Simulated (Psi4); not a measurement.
# C2H− (SMILES [C-]#C), run twice

Wanted: a single-point energy of C2H−, FNO-CCSD(T)/Sadlej-LPol-ds (density fitting, occ tolerance 3e-05).

The results are computed with Psi4 1.11.

## 1. The molecule

C2H−: 3 atoms, total charge -1, spin state singlet. SMILES: `[C-]#C`. The coordinates come from a PBE0-D4/def2-TZVPD relaxation.

Bond lengths: C1–C2 1.239 Å, C2–H3 1.071 Å. Angles: C1–C2–H3 180.0°.

## 2. The input as first written

Input file run.py:

```python
import psi4

psi4.set_memory(1600000000)
psi4.set_num_threads(1)
psi4.set_output_file('run.log', False)

geom = psi4.geometry("""
-1 1
C      1.18996054     1.69395050     0.84206196
C     -0.05631384    -0.08012439    -0.03949528
H     -1.13364670    -1.61382611    -0.80256669
units bohr
symmetry c1
""")

psi4.set_options({
    'freeze_core': True,
    'occ_tolerance': 3e-05,
    'docc': [8],
})

result, w = psi4.energy('fno-ccsd(t)/Sadlej-LPol-ds', return_wfn=True)
print(f'total energy {result:.8f} hartree = {result * 27.211386:.5f} eV')
for k, v in sorted(psi4.core.scalar_variables().items()):
    print(f'{k:45s} {v:18.10f}')
```

Started as:

```bash
python run.py
```

run.log:

```text
h
    h
    h

    -----------------------------------------------------------------------

    Memory:     1.5 GiB
    Threads:    1
                ecpint, einsums, f̶o̶r̶t̶e̶, gauxc, gcp, g̶d̶m̶a̶, geometric, g̶p̶u̶_̶d̶f̶c̶c̶,
                i̶n̶t̶e̶g̶r̶a̶t̶o̶r̶x̶x̶, i̶p̶i̶, libefp, m̶d̶i̶, m̶p̶2̶d̶, m̶r̶c̶c̶, ooo,
                o̶p̶e̶n̶f̶e̶r̶m̶i̶o̶n̶p̶s̶i̶4̶, pcmsolver, p̶s̶i̶4̶f̶o̶c̶k̶c̶i̶, p̶s̶i̶x̶a̶s̶,
                p̶y̶e̶i̶n̶s̶u̶m̶s̶, r̶e̶s̶p̶, s̶i̶m̶i̶n̶t̶, s̶n̶s̶m̶p̶2̶,
                v̶2̶r̶d̶m̶_̶c̶a̶s̶s̶c̶f̶

   => Loading Basis Set <=

    Name: SADLEJ-LPOL-DS
    Role: ORBITAL
    Keyword: BASIS
```

On the terminal:

```text
Traceback (most recent call last):
  File "run.py", line 22, in <module>
    result, w = psi4.energy('fno-ccsd(t)/Sadlej-LPol-ds', return_wfn=True)
RuntimeError:
Fatal Error: Got 8 alpha electrons, expected 7.
DOCC and SOCC must specify the occupation of all electrons or none.
```

Wall time 1.1 s (1 thread of AMD EPYC 7B13 (Zen 3), shared host); peak memory 0.14 GiB.

## 3. Diagnosis

The program refused the input.

The telling line is `Fatal Error: Got 8 alpha electrons, expected 7.`. The fault: the orbital occupation or active space doesn't match the electron count or the lowest state. To mend it: docc at its default in place of (8).

## 4. Try two

Input file run.py:

```python
import psi4

psi4.set_memory(1600000000)
psi4.set_num_threads(1)
psi4.core.set_output_file('c2h.out', False)

geom = psi4.geometry("""
-1 1
C      1.18996054     1.69395050     0.84206196
C     -0.05631384    -0.08012439    -0.03949528
H     -1.13364670    -1.61382611    -0.80256669
units au
""")

psi4.set_options({
    'freeze_core': True,
    'occ_tolerance': 3e-05,
    'scf_initial_accelerator': 'adiis',
})

result, w = psi4.energy("fno-ccsd(t)/Sadlej-LPol-ds", molecule=geom, return_wfn=True)
print(f'fno-ccsd(t)/Sadlej-LPol-ds energy: {result:.10f} Eh')
```

Started as:

```bash
python run.py
```

c2h.out:

```text
[...]
  Running in cs symmetry.
[...]
  Nuclear repulsion =   19.721480025166684
[...]
  Multiplicity = 1
[...]
  Nalpha       = 7
  Nbeta        = 7
[...]
    Number of basis functions: 85
[...]
   @RHF iter   1:   -76.11545735757018   -9.55447e-01   6.65944e-03 DIIS/ADIIS
[...]
   @RHF iter  10:   -76.23612480303733   -2.12879e-11   7.75166e-09 DIIS
[...]
    Orbital Energies [Eh]
    ---------------------
    Doubly Occupied:
       1Ap   -10.963632     2Ap   -10.957917     3Ap    -0.742709
       4Ap    -0.476339     5Ap    -0.169558     6Ap    -0.127494
       1App   -0.127494
[...]
  @RHF Final Energy:   -76.23612480303733
   => Energetics <=
    Nuclear Repulsion Energy =             19.7214800251666844
    One-Electron Energy =                -144.7849257340451459
    Two-Electron Energy =                  48.8273209058411410
    Total Energy =                        -76.2361248030373133
[...]
 Multipole Moments:
 ------------------------------------------------------------------------------------
     Multipole            Electronic (a.u.)      Nuclear  (a.u.)        Total (a.u.)
 ------------------------------------------------------------------------------------
 L = 1.  Multiply by 2.5417464519 to convert [e a0] to [Debye]
 Dipole X            :         -0.2751533            1.4078964            1.1327432
 Dipole Y            :         -0.1122613            0.5744680            0.4622067
 Dipole Z            :          0.0000000            0.0000000            0.0000000
 Magnitude           :                                                    1.2234141
[...]
      * MP2 total energy:                    -76.530449782771
[...]
      * MP2 total energy:                    -76.530449782771
[...]
      * MP3 total energy:                    -76.536595768623
[...]
      * CCSD total energy:                   -76.539791645362
[...]
      * CCSD(T) total energy                 -76.557794023182
[...]
```

Standard output:

```text
fno-ccsd(t)/Sadlej-LPol-ds energy: -76.5577940232 Eh
```

Run time: 25 s. Hardware: 1 thread of AMD EPYC 7B13 (Zen 3), shared host; peak memory 0.35 GiB.

## 5. Results

Level: FNO-CCSD(T)/Sadlej-LPol-ds (density fitting, occ tolerance 3e-05).

| quantity | value |
| --- | --- |
| total energy | -76.55779 Eh |
| HOMO energy (Hartree–Fock orbitals) | -3.47 eV |
| LUMO energy (Hartree–Fock orbitals) | 9.23 eV |
| HOMO–LUMO gap (to an unbound level, set by the basis) | 12.70 eV |
| correlation energy (2 core orbitals frozen) | -321.7 mEh |
| (T) correction | -18.00 mEh |
| T1 diagnostic | 0.017 |

**Reading.** The triples make up 5.6 % of the correlation energy.
